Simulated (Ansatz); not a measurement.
`FBF`. Charge 0, multiplicity 1. Geometry: relaxed with PBE0-D4/def2-TZVP.

```xyz
4

F     0.125    1.249   -0.310
B    -0.014   -0.010    0.036
F     0.326   -0.932   -0.835
H    -0.436   -0.307    1.110
```

Problem. What is the dipole moment at PBE/def2-TZVPP? (Estimate.)

Solution. The calculation gave: 0.76 D, with components (-0.27, -0.19, 0.69) D in this frame, pointing from negative to positive charge.

Problem. And with r2SCAN, B3LYP, ωB97M-V? (An estimate is asked.)

Solution. Ansatz gave: r2SCAN 0.83 D, B3LYP 0.89 D, ωB97M-V 0.87 D.

Problem. Give the Mulliken charges with PBE, B3LYP, ωB97M-V in def2-TZVPP. (Estimate.)

Solution. The calculation gave: 
| atom | PBE | B3LYP | ωB97M-V |
| --- | --- | --- | --- |
| F1 | -0.19 | -0.23 | -0.23 |
| B2 | 0.40 | 0.45 | 0.44 |
| F3 | -0.19 | -0.23 | -0.23 |
| H4 | -0.03 | 0.00 | 0.02 |

B3LYP here is the variant with VWN-RPA as its local correlation; programs differ in this.
